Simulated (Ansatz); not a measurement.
# Si₂⁺, quartet: the ladder up to full CI

Geometry: a PBE0/def2-TZVP stationary point for this spin.

```xyz
2

Si    0.0000    0.0000    0.0000
Si    0.0000    0.0000    2.2726
```

Basis cc-pVDZ; Ansatz 0.2.0. Only valence electrons are correlated (noble-gas cores frozen), which leaves 7 electrons in 26 orbitals. Prefix R: restricted or restricted open-shell reference; prefix U: unrestricted. Active spaces: valence = (7e, 8o) chosen from the atoms' valence shells.

Full CI is exact within this basis and frozen core; it isn't the basis-set limit. The frozen core follows each run's orbitals, which can shift R against U totals by a few meV.

For open shells CISD and CISDTQ are restricted-active-space CI with the open shells as a complete middle space.

The UHF ⟨S²⟩ is 3.760 and the T1 diagnostic (RCCSD) is 0.0216. The largest doubles amplitude (RCCSD) is 0.097 and the T1 diagnostic (UCCSD) is 0.0207.

```csv
level,E − E(full CI) (kcal/mol),share of correlation (%),wall time
RHF,99.00,0.00,–
UHF,97.69,1.32,–
RMP2,24.76,74.99,–
UMP2,25.65,74.09,–
CISD,9.89,90.01,1.8 s
RCCSD,6.60,93.34,–
UCCSD,6.50,93.43,–
RCCSD(T),1.67,98.32,1.2 s
UCCSD(T),1.64,98.34,1.1 s
BCCD(T),1.67,98.31,1.4 s
RCCSDT,0.46,99.53,–
UCCSDT,0.44,99.55,–
CISDTQ,0.20,99.80,52 s
RCCSDT(Q),0.08,99.92,4.5 s
UCCSDT(Q),0.06,99.93,4.2 s
CASSCF (valence space),56.55,42.88,–
NEVPT2 (valence space),13.37,86.50,1.3 s
MRCISD (valence space),3.19,96.78,–
MRCISD+Q (valence space),-0.49,100.49,2 s
```

The correlation energy at full CI, counted from RHF, is -4.293 eV. That run took 2.7 min on 1 thread of Arm Neoverse V1, shared host over 2,676,090 determinants.

Times hold each run's SCF and search for its determinant on a shared host, so for small cases they say little of a method's own cost; they ran on 1 thread of Arm Neoverse V1.

More than 5 meV below full CI, which no variational method can be: MRCISD+Q (valence space).

The full-CI state has the irrep B1g of D2h, in the program's axes (one component, if the state is degenerate).

Natural occupations of full CI about the gap: 1.940 1.874 1.000 0.959 0.959 0.069 0.069 0.037 0.013 0.013; effectively unpaired electrons, Σ n²(2−n)², 3.11.
